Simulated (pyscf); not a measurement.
1,1-elimination: Cl–AlH–Cl → hydrogen chloride (HCl) + Al–Cl [singlet]

Gas phase, singlet surface, charge 0. Bonds broken: Cl1–Al2, Al2–H4. Bonds formed: Cl1–H4. PySCF, gas phase, ωB97X-D3(BJ)/def2-SVP geometries. Correlated levels are frozen-core, on RHF or UHF. ΔMP2 is the change of the MP2 total energy from the triple- to the quadruple-zeta basis.

Transition state (Å):

```xyz
4

Cl    -0.1076     0.5166     0.9933
Al    -1.7292    -0.8328    -0.2534
Cl    -0.8583    -2.7004    -0.6676
H     -1.6172     0.7318     0.4474
```

One imaginary mode, 1242i cm⁻¹; descent along it reached the two sides named.

```
bond     change  reactant side (Å)  saddle  product side
-------  ------  -----------------  ------  ------------
Cl1–Al2  breaks              2.087   2.450           3.1
Al2–H4   breaks              1.563   1.718           3.5
Cl1–H4    forms                3.2   1.620         1.286
```

Electronic energies relative to the reactant's lowest minimum found (kcal/mol):

```json
[
 {"level": "ωB97X-D3(BJ)/def2-TZVP", "barrier": "76.6", "reaction energy": "+56.1", "reverse barrier": "20.5"},
 {"level": "PBE/def2-TZVP", "barrier": "59.8", "reaction energy": "+48.7", "reverse barrier": "11.2"},
 {"level": "r²SCAN/def2-TZVP", "barrier": "67.9", "reaction energy": "+56.8", "reverse barrier": "11.1"},
 {"level": "B3LYP-D3(BJ)/def2-TZVP", "barrier": "68.0", "reaction energy": "+50.4", "reverse barrier": "17.6"},
 {"level": "PBE0-D3(BJ)/def2-TZVP", "barrier": "67.6", "reaction energy": "+52.4", "reverse barrier": "15.2"},
 {"level": "M06-2X/def2-TZVP", "barrier": "71.2", "reaction energy": "+50.8", "reverse barrier": "20.4"},
 {"level": "ωB97M-D3(BJ)/def2-TZVP", "barrier": "72.1", "reaction energy": "+49.7", "reverse barrier": "22.4"},
 {"level": "HF/def2-TZVP", "barrier": "90.2", "reaction energy": "+52.4", "reverse barrier": "37.8"},
 {"level": "MP2/def2-QZVPP", "barrier": "74.3", "reaction energy": "+55.4", "reverse barrier": "18.8"},
 {"level": "CCSD/def2-TZVPP", "barrier": "76.0", "reaction energy": "+49.9", "reverse barrier": "26.1"},
 {"level": "CCSD(T)/def2-TZVPP", "barrier": "72.5", "reaction energy": "+50.2", "reverse barrier": "22.3"},
 {"level": "CCSD(T)/def2-TZVPP + ΔMP2(QZVPP)", "barrier": "72.5", "reaction energy": "+51.4", "reverse barrier": "21.1"}
]
```

With CCSD(T)/def2-TZVPP + ΔMP2(QZVPP) energies and thermal terms (ideal gas, 1 atm, RRHO with modes under 100 cm⁻¹ raised to 100, one conformer, R ln 2 for chiral ones without a mode under 150 cm⁻¹), in kcal/mol:

```json
[
 {"T (K)": "298", "ΔH‡": "70.3", "ΔG‡": "69.4", "ΔH": "+51.1", "ΔG": "+42.1"},
 {"T (K)": "600", "ΔH‡": "70.2", "ΔG‡": "68.4", "ΔH": "+51.0", "ΔG": "+33.0"},
 {"T (K)": "900", "ΔH‡": "69.8", "ΔG‡": "67.6", "ΔH": "+50.5", "ΔG": "+24.1"},
 {"T (K)": "1200", "ΔH‡": "69.4", "ΔG‡": "66.9", "ΔH": "+49.8", "ΔG": "+15.4"}
]
```

This is the saddle that the search found; another between the same sides may lie lower. The CCSD(T) − MP2 part came from Ansatz, without density fitting, on the same reference.
